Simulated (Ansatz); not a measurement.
**Gallium, alpha-Ga (Cmce) under LDA: convergence with the Methfessel-Paxton smearing**

A convergence test of the Methfessel-Paxton smearing width. The geometry was relaxed under LDA beforehand and stays fixed; 7 values are run, from 0.01 to 1.0 eV. Wanted are the values from which on the energy stays within 10 and 1 meV/atom, and the pressure within 0.5 GPa, of the narrowest run. Within the series other settings stay, but some runs also write fields, which adds to their time. Spin polarisation is left out.

Program: Ansatz 0.2.0. Level of theory: DFT LDA, plane waves with PAW, scalar-relativistic. These are calculated values, not measurements.

## 1. The system as given

It takes space group Cmce (No. 64, orthorhombic). The conventional cell has a = 4.436 Å, b = 7.484 Å, c = 4.425 Å, α = 90.00°, β = 90.00°, γ = 90.00°. Around Ga (site symmetry m) lie 7 Ga at 2.45 to 2.74 Å.

Structure file:

```cif
data_structure
_symmetry_space_group_name_H-M 'Cmce'
_symmetry_Int_Tables_number 64
_cell_length_a 4.4358
_cell_length_b 7.4838
_cell_length_c 4.4250
_cell_angle_alpha 90.000
_cell_angle_beta 90.000
_cell_angle_gamma 90.000
_cell_volume 146.89
loop_
_atom_site_label
_atom_site_type_symbol
_atom_site_symmetry_multiplicity
_atom_site_Wyckoff_symbol
_atom_site_fract_x
_atom_site_fract_y
_atom_site_fract_z
_atom_site_occupancy
Ga1 Ga 8 f 0.50000 0.65564 0.08594 1
```

## 2. Run at 0.01 eV

The run at 0.01 eV.

Contents of input.yaml:

```yaml
crystal:
  lattice:
    - [2.2178908173, -3.7419137528, 0.0]
    - [2.2178908173, 3.7419137528, 0.0]
    - [0.0, 0.0, 4.4249628129]
  atoms:
    - { symbol: Ga, position: [0.8443628362, 0.1556371638, 0.0859373133] }
    - { symbol: Ga, position: [0.6556371638, 0.3443628362, 0.5859373133] }
    - { symbol: Ga, position: [0.1556371638, 0.8443628362, 0.9140626867] }
    - { symbol: Ga, position: [0.3443628362, 0.6556371638, 0.4140626867] }
hamiltonian:
  xc: lda
  pseudopotentials:
    kind: paw
    azcp:
      Ga: "pseudopotentials/Ga.paw.azcp"
basis:
  ecutwfc: 420
  fft_grid_basis: typed
kpoints:
  mp_grid: { grid: [8, 8, 7], shift: [0, 0, 0] }
magnetization:
  spin_polarized: false
scf:
  occupations: { method: methfessel_paxton, width: 0.01 }
  lower_state_search: "off"
output:
  stress: true
```

The run is started by

```console
$ ansatz run input.yaml --threads 2 --pin off --max-ram 5120MiB --backend cpu --events-out ev --progress --plain --runs-dir out
```

## 3. Run at 0.03 eV

The run at 0.03 eV.

input.yaml, as its differences from that of step 2:

```diff
@@ -24,3 +24,3 @@
 scf:
-  occupations: { method: methfessel_paxton, width: 0.01 }
+  occupations: { method: methfessel_paxton, width: 0.03 }
   lower_state_search: "off"
```

## 4. Run at 0.1 eV

The run at 0.1 eV.

input.yaml, as its differences from that of step 3:

```diff
@@ -24,3 +24,3 @@
 scf:
-  occupations: { method: methfessel_paxton, width: 0.03 }
+  occupations: { method: methfessel_paxton, width: 0.1 }
   lower_state_search: "off"
@@ -28 +28,5 @@
   stress: true
+  write_density: true
+  write_potential: true
+  elf: true
+  volumetric_format: npy
```

## 5. Run at 0.2 eV

The run at 0.2 eV.

input.yaml, as its differences from that of step 4:

```diff
@@ -24,3 +24,3 @@
 scf:
-  occupations: { method: methfessel_paxton, width: 0.1 }
+  occupations: { method: methfessel_paxton, width: 0.2 }
   lower_state_search: "off"
@@ -28,5 +28 @@
   stress: true
-  write_density: true
-  write_potential: true
-  elf: true
-  volumetric_format: npy
```

## 6. Run at 0.3 eV

The run at 0.3 eV.

input.yaml, as its differences from that of step 5:

```diff
@@ -24,3 +24,3 @@
 scf:
-  occupations: { method: methfessel_paxton, width: 0.2 }
+  occupations: { method: methfessel_paxton, width: 0.3 }
   lower_state_search: "off"
```

## 7. Run at 0.6 eV

The run at 0.6 eV.

input.yaml, as its differences from that of step 6:

```diff
@@ -24,3 +24,3 @@
 scf:
-  occupations: { method: methfessel_paxton, width: 0.3 }
+  occupations: { method: methfessel_paxton, width: 0.6 }
   lower_state_search: "off"
@@ -28 +28,5 @@
   stress: true
+  write_density: true
+  write_potential: true
+  elf: true
+  volumetric_format: npy
```

## 8. Run at 1.0 eV

The run at 1.0 eV.

input.yaml, as its differences from that of step 7:

```diff
@@ -24,3 +24,3 @@
 scf:
-  occupations: { method: methfessel_paxton, width: 0.6 }
+  occupations: { method: methfessel_paxton, width: 1.0 }
   lower_state_search: "off"
```

(Steps that only read results are left out.)

**Question.** What will these runs give?

The runs gave:

```
                                           quantity                       value
       E(σ → 0) stays within 10 meV/atom of 0.01 eV                up to 1.0 eV
                   E(σ → 0) stays within 1 meV/atom                up to 0.6 eV
                      pressure stays within 0.5 GPa                up to 1.0 eV
                                pressure at 0.01 eV                   -0.03 GPa
energy of a separate run on a finer mesh (11×11×10)  -2.4 meV/atom from 0.01 eV
```

In words: At 1.0 eV the energy differs by +2.5 meV/atom and the pressure by -0.1 GPa. The free energy F moves by +9.4 meV/atom over the range, and the estimate for σ → 0 by +2.5. This scheme cancels the term in the square of the width, so F moves little up to 0.2 eV. The mesh (8×8×7) is fixed, so the narrowest widths carry a k-point error of their own. The yardstick itself is unsettled by 2.4 meV/atom against the finer mesh, so the thresholds above hold only within this series, and wider smearing, which averages over more states, can land nearer the fine-mesh value than the narrowest does. The cell taken over is 6 % smaller than the measured one (19.59 Å³/atom, COD).
